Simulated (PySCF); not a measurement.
## The first ionisation energy along group 15

Calculated with PySCF 2.14 from differences of total energies of unrestricted determinants, without spin-orbit coupling. Values in eV. The last column holds reference values (NIST; (s) semi-empirical, (t) theoretical, else measured). Unmarked ones compare directly (S terms, centres of terms, or small fine structure); those marked * lie between the lowest fine-structure levels and include a spin-orbit shift.

| element | configurations | UHF | MP2 (valence) | MP2 (valence and next inner shell) | CCSD (valence and next inner shell) | LDA | r2SCAN | reference |
| --- | --- | --- | --- | --- | --- | --- | --- | --- |
| N (def2-TZVPPD, non-relativistic) | [He] 2s2 2p3 → [He] 2s2 2p2 | 13.898 | 14.571 | 14.583 | 14.448 | 14.995 | 14.800 | 14.545 |
| P (def2-TZVPPD, non-relativistic) | [Ne] 3s2 3p3 → [Ne] 3s2 3p2 | 9.907 | 10.481 | 10.485 | 10.414 | 10.575 | 10.632 | 10.526 |
| As (def2-TZVPPD, non-relativistic) | [Ar] 3d10 4s2 4p3 → [Ar] 3d10 4s2 4p2 | 9.447 | 9.921 | 9.993 | 9.919 | 10.053 | 10.124 | 10.008 |
| Bi (def2-TZVPPD with the def2 core potential (60 electrons), ECP) | [Xe] 4f14 5d10 6s2 6p3 → [Xe] 4f14 5d10 6s2 6p2 | 8.213 | 8.553 | 8.715 | 8.615 | 8.757 | 8.762 | 7.286 * |

Fill in the row of Sb (def2-TZVPPD with the def2 core potential (28 electrons), ECP) ([Kr] 4d10 5s2 5p3 → [Kr] 4d10 5s2 5p2).

UHF 8.581; MP2 (valence) 8.983; MP2 (valence and next inner shell) 9.112; CCSD (valence and next inner shell) 9.022; LDA 9.118; r2SCAN 9.163; reference 9.124 (eV).

For Bi a determinant mixes LS terms or the coupling is close to jj, so these rows are model values.

"Valence" correlates the outer s and p shells and, in groups 3 to 12 and the f block, the outer d or f shell, open or full, or the next shell where the ion has no valence electron left; the wider scheme adds the next inner shell.
